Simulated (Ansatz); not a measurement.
Wavefunction ladder for BHS (`B=S`)

| atom | x (Å) | y (Å) | z (Å) |
| --- | --- | --- | --- |
| B1 | 0.037 | 0.108 | 0.082 |
| S2 | -0.378 | -1.120 | -0.851 |
| H3 | 0.342 | 1.012 | 0.769 |

The species carries charge 0 and has multiplicity 1. The geometry is a stationary point of PBE0-D4/def2-TZVP. Frozen core, restricted reference, the Gaussian-basis code of Ansatz. CBS rows extrapolate triple and quadruple zeta.

| basis | HF (Eh) | MP2 corr. |
| --- | --- | --- |
| def2-SVP | -422.66682 | -0.20631 |
| def2-TZVPP | -422.83022 | -0.26234 |
| def2-QZVPP | -422.84205 | -0.28311 |
| cc-pV(D+d)Z | -422.81850 | -0.20827 |
| cc-pV(T+d)Z | -422.83690 | -0.26230 |
| cc-pV(Q+d)Z | -422.84157 | -0.28276 |

**Question.** Estimate the CCSD correlation energy and the (T) correction in each basis where they were run (hartree).

**Answer.** 
```
      basis  CCSD corr.       (T)
   def2-SVP    -0.22695  -0.01015
 def2-TZVPP    -0.28336  -0.01598
 def2-QZVPP    -0.30050  -0.01770
  CBS(def2)    -0.31320  -0.01898
cc-pV(D+d)Z    -0.22998  -0.01031
cc-pV(T+d)Z    -0.28327  -0.01601
cc-pV(Q+d)Z    -0.30024  -0.01766
    CBS(cc)    -0.31232  -0.01884
```
